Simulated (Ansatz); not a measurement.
What does this script print? It uses the Ansatz DFT code, driven from Python.

`run_dimer.py`
```python
"""Interaction energy of two H3OPS molecules, with the counterpoise correction."""

from dataclasses import dataclass

import ansatz as az


@dataclass
class Settings:
    basis: str = "def2-SVPD"
    method: str = "mp2"


settings = Settings()

FIRST = [
    ("O", (-1.407, 0.3541, -0.5169)),
    ("P", (-0.049, 0.8527, 0.1156)),
    ("S", (0.5777, -1.0691, 0.6226)),
    ("H", (-1.6892, -0.4135, -0.0932)),
    ("H", (0.6968, 1.0151, -1.0988)),
    ("H", (1.8707, -0.7392, 0.9707)),
]
SECOND = [
    ("O", (-1.7142, -6.3764, -0.4873)),
    ("P", (-1.785, -5.8094, 0.9846)),
    ("S", (-1.7358, -3.82, 0.3656)),
    ("H", (-1.2458, -5.7952, -1.027)),
    ("H", (-3.1984, -5.9423, 1.1891)),
    ("H", (-2.0332, -3.255, 1.588)),
]

def energy(atoms, ghosts=()):
    molecule = az.Crystal.molecule()
    for symbol, xyz in atoms:
        molecule = molecule.atom(symbol, xyz)
    calc = (
        molecule.calculation()
        .basis(gaussian=settings.basis)
        .correlation(settings.method)
    )
    deck = calc.input()
    if ghosts:
        deck = deck.set(az.key.basis.gaussian.ghost_atoms, [{"symbol": s, "position_ang": list(xyz)} for s, xyz in ghosts])
    return az.Session.from_dict(deck).plan().execute().report["free_energy_ev"]

# ghost atoms carry the functions of the partner
both = energy(FIRST + SECOND)
alone = energy(FIRST) + energy(SECOND)
ghosted = energy(FIRST, SECOND) + energy(SECOND, FIRST)
print(f"dimer {both:.6f} eV")
print(f"interaction, uncorrected   {96.485332 * (both - alone):8.3f} kJ/mol")
print(f"interaction, counterpoise  {96.485332 * (both - ghosted):8.3f} kJ/mol")
print(f"basis-set superposition    {96.485332 * (alone - ghosted):8.3f} kJ/mol")
```

```console
$ python run_dimer.py
dimer -44357.725598 eV
interaction, uncorrected    -10.376 kJ/mol
interaction, counterpoise    -0.519 kJ/mol
basis-set superposition       9.857 kJ/mol
```

Uncorrected it is -10.376 kJ/mol, with the counterpoise correction -0.519 kJ/mol; the difference, 9.86 kJ/mol, is the superposition error.

What to keep in mind:
- These settings explore the input space; basis and method may be short of convergence.
- The dimer is a generated trial pose of unrelaxed monomers, not a minimum, so the figure is no binding energy, and the basis set is small.
- Wall time of the script: 31 s on 1 thread of Intel(R) Xeon(R) 6975P-C (Granite Rapids), on a shared host, peak memory 0.59 GiB.

(Lines on the test bed's own set-up are left out of the output.)
